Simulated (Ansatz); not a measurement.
The first iterations of a band of CH$_{6}$AlF (9 atoms, charge 0, multiplicity 1).

Level of theory: RKS B3LYP-D4/def2-SVP in Ansatz.

```json
{
  "movable images": "7",
  "climbing image": "yes",
  "spring": "5.0 eV/Å²",
  "optimiser": "quadratic models (default)",
  "start path": "through a guess of the saddle point",
  "force threshold": "0.03 eV/Å",
  "iteration limit": "60",
  "end points": "relaxed"
}
```

Initial state:

```xyz
9
Properties=species:S:1:pos:R:3
Al -0.469 -0.922 0.217
C -0.332 1.046 -0.017
H -1.118 -1.774 -0.959
H -0.415 -1.508 1.694
H 1.778 -0.174 -0.455
F 1.571 -1.077 -0.308
H 0.381 1.535 0.674
H -1.312 1.510 0.202
H -0.084 1.363 -1.047
```

Final state:

```xyz
9
Properties=species:S:1:pos:R:3
Al -0.161 -1.537 0.197
C 0.081 1.272 -0.151
H -1.190 -1.688 -0.988
H -0.516 -1.436 1.729
H 0.895 0.543 -0.297
F 1.462 -1.739 -0.185
H 0.404 1.998 0.607
H -0.860 0.814 0.197
H -0.114 1.773 -1.109
```

| iteration | highest image above the first end (eV) | largest band force component (eV/Å) |
| --- | --- | --- |
| 1 | 0.372 | 3.085 |
| 2 | 0.137 | 1.833 |

Q: Does the band converge within its limit, and where does its top end?

A: It converged. It ended after 7 iterations with the highest image 0.092 eV above the first end. A vibrational analysis at the climbing image gives 2 clearly imaginary modes (530i, 112i cm⁻¹): a point of higher order, so a lower path passes nearby. The orbitals stay closed-shell, which can raise the energy where a bond breaks towards radicals; this wasn't checked here.

Time of the run: 67 s on 2 threads of Arm Neoverse V1, on a shared host, peak memory 0.14 GiB.
